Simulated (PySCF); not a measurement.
A search over the determinants of LiS

Unrestricted PBE0; Li x2c-TZVPPall, S x2c-TZVPPall; spin-free X2C with a Gaussian nucleus (PySCF 2.14). Outer shells of the fragments: Li 2s1; S 3s2 3p4.

Followed along the bond (rough minima from three points):

```csv
2Ms+1,unpaired,⟨S²⟩ at the start,R at minimum (Å),Te (eV)
2,π ↑,0.75,2.15,0.00
2,σ ↑,0.75,2.07,0.64
4,"σ ↑, π ↑↑",3.76,none in the scan,≤ 3.06
```

Solutions found at the starting distance of 2.270 Å, counted from the lowest of them; the search is not exhaustive and high or unbound solutions are not listed, so other states can lie among these:

| 2Ms+1 | unpaired | term | E (eV) | ⟨S²⟩ | ⟨Lz²⟩ | μ (D) |
| --- | --- | --- | --- | --- | --- | --- |
| 2 | π ↑ | ²Π | 0.00 | 0.75 | 1.01 | -7.30 |
| 2 | σ ↑ | ²Σ⁺ | 0.71 | 0.75 | 0.00 | -7.28 |
| 4 | σ ↑, π ↑↑ | ⁴Σ⁻ | 3.12 | 3.76 | 0.00 | 3.89 |
| 2 | σ ↓, π ↑↑ | mixed | 3.17 | 1.76 | 0.00 | 4.23 |
| 2 | σ ↑, π ↑↓ | mixed | 3.55 | 1.76 | 2.03 | 4.05 |
| 4 | σ ↑↑, π ↑ | ⁴Π | 3.67 | 3.75 | 1.01 | 3.94 |
| 4 | π ↑↑↑ | ⁴Π | 4.51 | 3.76 | 1.00 | 1.17 |
| 4 | σ ↑, π ↑↑ | mixed | 5.01 | 3.75 | 2.01 | 1.01 |
| 4 | σ ↑, π ↑↑ | mixed | 5.17 | 3.75 | 2.01 | 1.19 |

A term symbol is given only where ⟨S²⟩ and ⟨Lz²⟩ are close to those of a pure state; real π, δ and φ orbitals otherwise mix terms. A positive dipole means Li(−)S(+).

Q: Compare the gap between the two lowest followed solutions at the starting distance with the gap between their minima.

A: At PBE0 the second solution (doublet, unpaired electrons σ ↑) lies +0.71 eV from the first (doublet, unpaired electrons π ↑) at 2.270 Å and +0.64 eV at the minima; the two curves relax by different amounts, since their minima lie near 2.07 and 2.15 Å.

Counting both spins, an empty level lies below a filled one in some of these solutions, because spin and occupation are held.
